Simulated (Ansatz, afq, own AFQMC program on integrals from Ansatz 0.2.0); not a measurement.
Where AFQMC and coupled cluster stand for SiH2O, singlet

```xyz
4

Si    0.0000    0.0000    0.4384
O     0.0000    0.0000   -0.9296
H     0.0000    1.2309    1.2701
H     0.0000   -1.2309    1.2701
```

Connectivity, by distances: SiH2–O.

Basis cc-pVDZ. Noble-gas cores (and the filled d shells of Ga–Kr and In–Xe) are frozen. Ansatz 0.2.0 and our own AFQMC program on the same integrals; the CISD trial comes from CCSD amplitudes, and released means the phaseless constraint is let go. ± is one standard error of the sampling.

Determinant: RHF, the one that the program's search chose, which needn't be the lowest solution. The geometry is a point of a scan.

No full CI on the walks' own integrals is used here; CCSDT(Q) serves as the reference and is uncertain by about the last step of the cluster series.

```
T1 diagnostic                               : 0.0195
weight of the determinant in the CISD state : 0.892
size of the correlated space                : 12 electrons in 36 orbitals
```

Reference: CCSDT(Q), correlation energy -8.249 eV. The released energy is read at 2.40 1/Eh (meV from the phaseless value at times in 1/Eh: 19 ± 18 at 0.24, 62 ± 16 at 0.51, 55 ± 15 at 0.99, 21 ± 25 at 1.62, 41 ± 24 at 2.40).

```
         level  E − E(reference) (kJ/mol)  share of correlation (%)
            HF                      795.9                      0.00
           MP2                       68.8                     91.35
          CCSD                       24.2                     96.96
       CCSD(T)                        4.2                     99.47
         CCSDT                        2.5                     99.69
 ph-AFQMC/CISD                 -3.5 ± 2.3                    100.44
released AFQMC                  0.4 ± 2.3                     99.95
```

A walk keeps the symmetry of its determinant, which the program's search chose and which needn't be the lowest solution, so a lower state of the same spin and another symmetry isn't excluded. Released energies are given only where the last usable release times agree within the noise; a slower fall can still hide under it.
